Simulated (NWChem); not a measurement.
# silicon monoxide (SiO, singlet); SMILES O=[Si]

Program: NWChem. Low-valent species are run as closed-shell singlets; no triplet was tried in these runs. The geometry was optimised at PBE0-D3(BJ)/def2-TZVP. Level BLYP/def2-SVP: single points from the atomic guess with DIIS by default; each run changes one setting, and all converged runs end within 0.3 mHa of each other.

Which setting needs the most SCF iterations, or fails (no DIIS, 40 % damping; defaults; DIIS on 3 Fock matrices; no level shifting; level shift of 0.5 Ha throughout)?

no DIIS, 40 % damping, which doesn't converge.
```tsv
setting	SCF iterations
defaults	10
no level shifting	10
level shift of 0.5 Ha throughout	22
DIIS on 3 Fock matrices	9
no DIIS, 40 % damping	not converged in 200
```
